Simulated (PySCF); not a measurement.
# C4H6O2 (cyclopropanecarboxylic acid): the cost of one run

Computed with PySCF 2.14.0 and routines of our own; the level stands in each step. Atoms count from 0.

## Step 1: The starting structure

12 atoms, charge 0, multiplicity 1; geometry from: GFN2-xTB.

## Step 2: Relaxing the molecule at PBE0-D3(BJ)/def2-TZVP

The job: settings as JSON, then the geometry in Å.

```
{"job": {"xc": "PBE0", "basis": "def2-TZVP", "d3": "d3bj", "grid": 2, "kind": "geom"}, "charge": 0, "multiplicity": 1}
O      1.574016    -0.264079    -1.165895
C      1.257073    -0.162354    -0.008906
O      2.154568    -0.223966     0.989728
C     -0.115747     0.039498     0.498473
C     -1.245525    -0.603335    -0.270815
C     -1.055189     0.866882    -0.346728
H      3.044900    -0.356158     0.627843
H     -0.182130     0.103772     1.575246
H     -0.966909    -1.191850    -1.131501
H     -2.072083    -1.000750     0.297531
H     -0.646842     1.273944    -1.258977
H     -1.744934     1.517710     0.167975
```

Started as:

```console
$ OMP_NUM_THREADS=1 python excited_run.py task.json out
```

One launch serves the whole session: the jobs run in the order shown.

**Question.** How long does this first job take on 1 thread of Arm Neoverse V1, shared host, and how much memory does it need?

About 95 s, with a peak of 0.96 GiB.
